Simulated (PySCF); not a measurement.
Species: butadiene radical anion, C4H6 (charge -1 and doublet state).
Atom-mapped SMILES: `[CH2:1]=[CH:2][CH:3]=[CH2:4]` (hydrogens: H5, H6 on C1; H7 on C2; H8 on C3; H9, H10 on C4)

Cartesian coordinates in Å at the PBE0-D3(BJ)/def2-SVP level; atoms count from 1:
```xyz
10
C4H6 angstrom
C      1.7805    0.2284   -0.7025
C      0.6821   -0.1598    0.0784
C     -0.6781    0.1615   -0.0871
C     -1.7770   -0.2262    0.6935
H      1.6575    0.8705   -1.5839
H      2.7971   -0.0973   -0.4598
H      0.9069   -0.8069    0.9443
H     -0.9027    0.8085   -0.9530
H     -2.7935    0.0991    0.4501
H     -1.6550   -0.8685    1.5748
```

The hyperfine couplings belong to this conformer and change with its torsions.

Identity: butadiene radical anion, `C=CC=C` [SMILES of the parent framework; charge -1 and doublet state].

Level of theory: UKS B3LYP, IGLO-III on C, pcH-1 on H, non-relativistic, mean-field spin-orbit, GIAO in PySCF 2.14.0. Whether the extra electron is bound in the gas phase wasn't checked; a finite basis holds it in any case. The geometry's basis has no diffuse functions, a weakness for an anion. Stability of the SCF solution: not tested. No frequencies were computed at this geometry's level, so the symmetric structure isn't shown to be a minimum.

(1) Predict the first-order ENDOR lines of C1/C4, C2/C3, H6/H9, H5/H10 and H7/H8 under fast tumbling at B = 346.2 mT (X band).

(2) Which pairs are centred on the nuclear Larmor frequency, and which on half the coupling?

(3) At what field would the lower line of C2/C3 fall to zero frequency?

## Answers

(1) For S = 1/2 in fast tumbling each set of equivalent nuclei gives two lines, ν± = |νn ± a/2| to first order, with νn = g_N μN B/h and μN/h = 7.62259 MHz/T.

```json
{"nuclei": "C1/C4", "isotope": "13C", "g_N": "1.4048", "νn (MHz)": "3.71", "a_iso (MHz)": "28.30", "lower line (MHz)": "10.44", "upper line (MHz)": "17.86"}
{"nuclei": "C2/C3", "isotope": "13C", "g_N": "1.4048", "νn (MHz)": "3.71", "a_iso (MHz)": "-4.67", "lower line (MHz)": "1.37", "upper line (MHz)": "6.04"}
{"nuclei": "H6/H9", "isotope": "1H", "g_N": "5.5857", "νn (MHz)": "14.74", "a_iso (MHz)": "-27.64", "lower line (MHz)": "0.92", "upper line (MHz)": "28.56"}
{"nuclei": "H5/H10", "isotope": "1H", "g_N": "5.5857", "νn (MHz)": "14.74", "a_iso (MHz)": "-25.72", "lower line (MHz)": "1.88", "upper line (MHz)": "27.60"}
{"nuclei": "H7/H8", "isotope": "1H", "g_N": "5.5857", "νn (MHz)": "14.74", "a_iso (MHz)": "-7.62", "lower line (MHz)": "10.93", "upper line (MHz)": "18.55"}
```

The rows for 13C, of low natural abundance, apply to labelled samples.

(2) Centred on νn, since |a| < 2νn: C2/C3, H6/H9, H5/H10 and H7/H8. Centred on |a|/2 and split by 2νn: C1/C4.

(3) Where νn = |a|/2, that is B = 2.33 MHz/(1.4048 × 7.62259 MHz/T) = 218 mT, as far as first order holds there.

The Mulliken spin populations are largest on C1 (+0.49), C4 (+0.49), C3 (+0.07) and C2 (+0.07).
